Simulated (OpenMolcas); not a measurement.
**How methods differ on C2H2F4 (norflurane)**

The species is C2H2F4 (8 atoms), meant as a singlet with charge 0. As SMILES, `FCC(F)(F)F`. The coordinates come from a PBE0-D4/def2-TZVP relaxation.

Each level gives the HOMO–LUMO gap (eV). The values are calculated.

```
         level             kind     program  value (eV)  CPU time
    HF/cc-pVDZ     Hartree–Fock  OpenMolcas       20.02     8.8 s
 SVWN5/cc-pVDZ              LDA  OpenMolcas        8.86      27 s
 M06-L/cc-pVDZ         meta-GGA  OpenMolcas       10.12      52 s
r2SCAN/cc-pVDZ         meta-GGA  OpenMolcas        9.96      53 s
 B3LYP/cc-pVDZ    global hybrid  OpenMolcas       11.41      39 s
 BHLYP/cc-pVDZ    global hybrid  OpenMolcas       14.75      38 s
M06-2X/cc-pVDZ  hybrid meta-GGA  OpenMolcas       14.67      50 s
B2PLYP/cc-pVDZ    double hybrid  OpenMolcas       15.03      29 s
```

The values span 8.86 to 20.02 eV. Orbital gaps aren't excitation energies, and those of double hybrids come from the SCF part alone; they tend to grow with the share of exact exchange. CPU times are rough (shared hosts, several kinds of processor): they show what a rung costs within a factor of a few.
